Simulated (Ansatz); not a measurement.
Basis-set extrapolation for C$_{3}$H$_{8}$O$_{2}$S (`CCS(C)(=O)=O`) (PBE0-D4/def2-TZVP geometry, frozen core, Ansatz). Multiplicity 1, RHF reference.

|  | def2-TZVPP | def2-QZVPP |
| --- | --- | --- |
| HF | -665.617989 | -665.644567 |
| MP2 correlation | -1.192388 | -1.283025 |
| CCSD(T) correlation | -1.280107 | not run |

Energies in hartree. Use E(X) = E(∞) + A·exp(−7.88·√X) for Hartree–Fock and E(X) = E(∞) + B·X^(−2.97) for correlation, with X = 3 and 4, and add CCSD(T) minus MP2 of the smaller set to the MP2 limit.

**Question.** What is the CCSD(T) energy at the basis-set limit?

**Answer.** HF limit: -665.644567 + (-0.026578) × 0.13774 = -665.64823. MP2 limit: -1.283025 + (-0.090637) × 0.74074 = -1.35016. Higher-order term: -1.280107 − (-1.192388) = -0.08772. Total: -667.08611 hartree, 5.12 eV below CCSD(T)/def2-TZVPP.
